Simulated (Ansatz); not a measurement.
Results of PBEsol-D3(BJ) (Ansatz, a quantum-chemistry and plane-wave program, plane waves, PAW) for 1T (CdI2-type) PtSe2.

Run with plane-wave cutoff 520 eV, 12×12×8 k mesh (along the axes of the cell as run), Fermi–Dirac smearing 0.01 eV, scalar-relativistic PAW data made under PBE.

Cell (relaxed at this level):

```xyz
3
Lattice="1.8694 -3.2379 0.0000 1.8694 3.2379 0.0000 0.0000 0.0000 4.6376" Properties=species:S:1:pos:R:3 pbc="T T T"
Pt     0.0000     0.0000     0.0000
Se     1.8694     1.0793     1.2600
Se     1.8694    -1.0793     3.3777
```

Task: Predict the bulk modulus.

Result: 
bulk modulus: 82.7 GPa

The run finds no gap.

Note: the bulk modulus comes from volumes at which shape and atoms were relaxed.

Spin–orbit coupling is not included; it can open a gap where bands touch, and shift volumes and moduli.

Computed values are for the static lattice.
